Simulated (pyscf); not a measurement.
H₂N–BH–Cl → B–Cl [singlet] + ammonia (NH₃) (1,1-elimination; singlet surface; B–N, B–H broken, H–N formed). Optimised with ωB97X-D3(BJ)/def2-SVP in PySCF. Correlated levels are frozen-core, on RHF or UHF. ΔMP2 is the change of the MP2 total energy from the triple- to the quadruple-zeta basis. Energies in kcal/mol from the reactant's lowest minimum found.

| level | barrier | reaction energy |
|---|---|---|
| ωB97X-D3(BJ)/def2-TZVP | … | +99.7 |
| PBE/def2-TZVP | 99.5 | +99.3 |
| B3LYP-D3(BJ)/def2-TZVP | 106.3 | +99.5 |
| M06-2X/def2-TZVP | 106.8 | +100.2 |
| MP2/def2-QZVPP | 108.1 | +100.0 |
| CCSD(T)/def2-TZVPP | 105.9 | +92.6 |
| CCSD(T)/def2-TZVPP + ΔMP2(QZVPP) | … | … |

Complete the blanks.


- ωB97X-D3(BJ)/def2-TZVP, barrier: 108.5
- CCSD(T)/def2-TZVPP + ΔMP2(QZVPP), barrier: 105.7
- CCSD(T)/def2-TZVPP + ΔMP2(QZVPP), reaction energy: +93.1

Of the functionals in the table, B3LYP-D3(BJ) is closest to CCSD(T)/def2-TZVPP + ΔMP2(QZVPP) in the barrier (0.6 kcal/mol apart) and PBE least close (6.1 kcal/mol); that level has limits of its own. On the product side the descent ends in an adduct with a B–N contact, 9.3 kcal/mol under the separated species and 18.0 kcal/mol under the saddle at ωB97X-D3(BJ)/def2-TZVP. What is counted as broken (B–N) persists as a longer contact in the product adduct; parting that adduct is a step of its own. The same reactants have a lower exit, to HB=NH + HCl (barrier +68.9 kcal/mol at ωB97M-D3(BJ), against +105.8 kcal/mol here). This is the saddle that the search found; another between the same sides may lie lower. The CCSD(T) − MP2 part came from Ansatz, without density fitting, on the same reference.
